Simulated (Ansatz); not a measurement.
## [H···H···SiH], doublet in cc-pVDZ: errors against full CI

Geometry: a point of a hydrogen-transfer path between rigid fragments, not a stationary point.

| atom | x (Å) | y (Å) | z (Å) |
| --- | --- | --- | --- |
| H | -2.6481 | 0.0479 | 0.0000 |
| H | -1.9031 | 0.0479 | 0.0000 |
| Si | 0.1439 | 0.0479 | 0.0000 |
| H | 0.5404 | -1.4316 | 0.0000 |

Basis cc-pVDZ; Ansatz 0.2.0. Correlated methods freeze the noble-gas cores, which leaves 7 electrons in 28 orbitals. R marks a restricted (for open shells ROHF) determinant, U an unrestricted one. Active spaces: pair = (3e, 3o) about the gap; valence = (7e, 7o) chosen from the atoms' valence shells.

Full CI is exact within this basis and frozen core; it isn't the basis-set limit. The frozen core follows each run's orbitals, which can shift R against U totals by a few meV.

For open shells CISD is restricted-active-space CI with the open shells as a complete middle space.

```
UHF ⟨S²⟩                          : 0.777
T1 diagnostic (RCCSD)             : 0.0188
largest doubles amplitude (RCCSD) : 0.076
T1 diagnostic (UCCSD)             : 0.0216
```

```csv
level,E − E(full CI) (kJ/mol),share of correlation (%),wall time
RHF,353.5,0.00,–
UHF,342.0,3.23,–
RMP2,90.2,74.48,–
UMP2,91.7,74.04,–
CISD,24.7,93.00,1 s
RCCSD,8.0,97.75,–
UCCSD,7.7,97.83,–
RCCSD(T),1.9,99.46,1.4 s
UCCSD(T),1.9,99.46,1.9 s
BCCD(T),1.9,99.45,2.3 s
RCCSDT,0.2,99.94,–
UCCSDT,0.2,99.95,–
RCCSDT(Q),0.0,99.99,12 s
UCCSDT(Q),0.0,99.99,7.5 s
RCCSDTQ,0.0,100.00,8 s (H100)
UCCSDTQ,0.0,100.00,11 s (H100)
CASSCF (pair space),305.7,13.50,–
MRCISD (pair space),19.9,94.37,–
MRCISD+Q (pair space),-3.6,101.01,1.4 s
CASSCF (valence space),217.3,38.52,–
NEVPT2 (valence space),68.7,80.55,1.6 s
MRCISD (valence space),11.4,96.76,–
MRCISD+Q (valence space),1.0,99.72,3 s
```

The correlation energy at full CI, counted from RHF, is -3.663 eV. That run took 5 s on 2 threads of AMD EPYC 7R13 with a shared H100 80 GB, shared host over 33,486,845 determinants.

Times hold each run's SCF and search for its determinant on a shared host, so for small cases they say little of a method's own cost; rows without a card ran on 1 thread of AMD EPYC 7R13.

More than 5 meV below full CI, which no variational method can be: MRCISD+Q (pair space).

The full-CI state has the irrep A'' of Cs, in the program's axes.

Natural occupations of full CI about the gap: 1.963 1.953 1.904 0.986 0.057 0.036 0.021 0.012 0.011 0.009; effectively unpaired electrons, Σ n²(2−n)², 1.07.
